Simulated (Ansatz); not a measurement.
A single point on C$_{3}$H$_{5}$N, SMILES `C=C=NC`.

```yaml
crystal:
  periodic: [false, false, false]
  atoms:
    - {symbol: C, position_ang: [-0.050636, 1.682804, -1.036961]}
    - {symbol: C, position_ang: [0.303333, 0.717512, -0.228180]}
    - {symbol: N, position_ang: [0.697480, -0.132496, 0.538729]}
    - {symbol: C, position_ang: [0.003337, -1.375151, 0.800394]}
    - {symbol: H, position_ang: [0.275470, 1.678036, -2.068189]}
    - {symbol: H, position_ang: [-0.666640, 2.496757, -0.679545]}
    - {symbol: H, position_ang: [0.670663, -2.205493, 0.562636]}
    - {symbol: H, position_ang: [-0.922980, -1.476361, 0.227031]}
    - {symbol: H, position_ang: [-0.221524, -1.432009, 1.866984]}
basis:
  gaussian: {orbitals: def2-QZVPP}
correlation: {method: mp2}
```

```sh
$ ansatz run in.yaml --threads 2 --pin off --events-out ev --progress --plain --max-ram 4352MiB
```

Shortened log:

```
Functional definition: HF
2261 factors; integrals over basis functions are off by at most 8.4e-4 eV
mean field evaluation 1: about -4649.9012 eV, gradient 3.2e1 eV
mean field evaluation 2: about -4649.9034 eV, gradient 3.2e1 eV
mean field evaluation 4: about -4652.5313 eV, gradient 4.7e0 eV
mean field evaluation 8: about -4652.6005 eV, gradient 4.4e-1 eV
mean field -4652.60267262 eV, -170.9799945713 hartree, gradient 4.7e-6 eV, S^2 0.000000; 0 other end points of the search recorded, 0 dependent functions left out
4 core orbitals not correlated: weight in the atoms' cores, before any rotation towards them, 1.000 or more for the frozen orbitals, at most 0.000 for the correlated occupied ones
reference -4652.60267262 eV, -170.9799945713 hartree; 11, 11 occupied and 363, 363 virtual orbitals, 2261 factors
second order -19.83634441 eV of doubles, -0.00000000 eV of singles
Total energy: -4672.43901703 eV, -171.7089667830 hartree
```

Hardware: 2 threads of an Arm Neoverse V2 on a shared host. Wall time 15 s, peak host memory 1.6 GiB.
